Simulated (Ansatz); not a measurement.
A run of Ansatz (development build ahead of 0.2.0) on triplet SO at this shape:

```csv
atom,x (Å),y (Å),z (Å)
S,0.0000,0.0000,-0.4606
O,0.0000,0.0000,0.9212
```

Its results:

```yaml
Converged: yes
Reference_energy: -472.33506 hartree
Correlation_energy: -0.27987 hartree
Total_energy: -472.61493 hartree
Spin_squared_of_the_determinant: 2.032
```

Q: Which input gives this output? Name the method, the orbitals and the basis set, and write the input.

A: UHF-MP2 in cc-pVDZ.

```yaml
crystal:
  periodic: [false, false, false]
  atoms:
    - { symbol: S, position_ang: [0.0, 0.0, -0.46058] }
    - { symbol: O, position_ang: [0.0, 0.0, 0.92116] }
basis:
  gaussian: { orbitals: cc-pVDZ }
magnetization:
  spin_polarized: true
  initial_magnetization: 2
hamiltonian:
  xc: hf
correlation:
  method: mp2
  frozen_orbitals: { O: 1, S: 5 }
```
